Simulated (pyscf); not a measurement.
PySCF, gas phase, ωB97X-D3(BJ)/def2-SVP geometries.

### Question
HO–GeH: [singlet] + hydrogen (H₂) → HO–GeH₃
Surface: singlet. Broken: H–H. Formed: Ge–H, Ge–H. Give ΔE‡ and ΔE from PBE0-D3(BJ)/def2-TZVP, relative to the separated reactants.

### Answer
ΔE‡ = 27.7 kcal/mol, ΔE = -29.7 kcal/mol. ωB97M-D3(BJ)/def2-TZVP gives 34.3 kcal/mol and -25.7 kcal/mol. Zero-point energy shifts the barrier by +2.1 kcal/mol. It is an insertion, with an imaginary mode of 1383i cm⁻¹. The same reactants have a lower exit, to GeH₂ [singlet] + H₂O (barrier +25.4 kcal/mol at ωB97M-D3(BJ)/def2-TZVP, against +34.3 kcal/mol here). One saddle was located; it need not be the lowest between these sides. Elements up to Kr have no core potential and no relativistic terms here.
